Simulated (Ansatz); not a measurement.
Basis-set series for `OB[SiH3]`. The species carries charge 0 and has multiplicity 1. All single points use the PBE0-D4/def2-TZVP geometry. It is one conformer, not always the lowest.

```tsv
functional	basis	functions	energy (Eh)	HOMO (eV)	LUMO (eV)
PBE0-D4	def2-SVP	71	-392.18263	-7.82	-0.91
PBE0-D4	def2-QZVPP	334	-392.41994	-7.90	-1.12
ωB97M-V	def2-SVP	71	-392.34664	-9.95	1.19
ωB97M-V	def2-QZVPP	334	-392.58870	-10.08	0.79
```

Problem. Give the rows for def2-TZVPP. (Best estimate.)

Solution. Computed: 
```
functional       basis  functions  energy (Eh)  HOMO (eV)  LUMO (eV)
   PBE0-D4  def2-TZVPP        174   -392.40403      -7.89      -1.07
   ωB97M-V  def2-TZVPP        174   -392.57372     -10.07       0.90
```

Positive LUMOs are unbound and depend on the basis.
